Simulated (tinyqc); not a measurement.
CIS on RHF in the sto-6g basis, frozen core, for LiH, spin multiplicity 1, step by step. One step of it, computed by the program tinyqc.

Question. CIS matrix, singlets. A(ia,jb) = (e_a - e_i) d_ij d_ab + 2 (ia|jb) - (ij|ab).

orbital energies (hartree): MO1 -2.401373, MO2 -0.248943, MO3 0.072888, MO4 0.160259, MO5 0.160259, MO6 0.427847

Two-electron integrals over orbitals (pq|rs), unique and non-zero (hartree); the lowest 1 orbital is frozen and left out:
```
(22|22) 0.462103    (32|22) -0.054792   (32|32) 0.017620    (33|22) 0.213129
(33|32) 0.012624    (33|33) 0.332832    (42|42) 0.021089    (43|42) 0.019738
(43|43) 0.041628    (44|22) 0.250112    (44|32) 0.011331    (44|33) 0.281028
(44|44) 0.313125    (52|52) 0.021089    (53|52) 0.019738    (53|53) 0.041628
(54|54) 0.016875    (55|22) 0.250112    (55|32) 0.011331    (55|33) 0.281028
(55|44) 0.279374    (55|55) 0.313125    (62|22) 0.113110    (62|32) -0.040412
(62|33) -0.019923   (62|44) -0.033480   (62|55) -0.033480   (62|62) 0.130695
(63|22) -0.054448   (63|32) 0.013693    (63|33) 0.036211    (63|44) 0.005949
(63|55) 0.005949    (63|62) -0.035823   (63|63) 0.028127    (64|42) -0.018793
(64|43) -0.012744   (64|64) 0.019764    (65|52) -0.018793   (65|53) -0.012744
(65|65) 0.019764    (66|22) 0.433335    (66|32) -0.045899   (66|33) 0.238443
(66|44) 0.261722    (66|55) 0.261722    (66|62) 0.106563    (66|63) -0.044585
(66|66) 0.430093
```

Give: CIS matrix A, singlet.

Answer.

CIS matrix A, singlet (hartree), lower triangle:
```
        2>3    2>4    2>5    2>6
2>3   0.144
2>4   0.000  0.201
2>5   0.000  0.000  0.201
2>6  -0.026  0.000  0.000  0.505
```
